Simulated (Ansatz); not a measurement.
Consider Ni in the fcc (Cu type) structure (space group Fm-3m, No. 225; a = 3.518 Å; ferromagnetic).

All numbers come from PBE/PAW in Ansatz (a program for electronic structure), spin-orbit coupling left out.

One thing is altered: every Ni is replaced by Cu; the structure is relaxed again.

Measured lattice parameter a: Ni 3.508 Å (static lattice; corrected from measurement; as listed in Daniel Mejia-Rodriguez, S. B. Trickey, Phys. Rev. B (2018)); Cu 3.595 Å (static lattice; corrected from measurement; as listed in Gábor I. Csonka et al., Physical Review B (2009)).

Question: How well does PBE reproduce the measured shift?

Answer: With PBE the lattice parameter a moves by +0.111 Å (3.518 → 3.630) against +0.087 Å measured.

The magnetic state is the one reached from the starting moments; the real material's order can differ, and small cells can't hold many antiferromagnetic ones. Whether these cells are dynamically stable was not tested. Spin-polarised in the final run: base; the other runs are not.
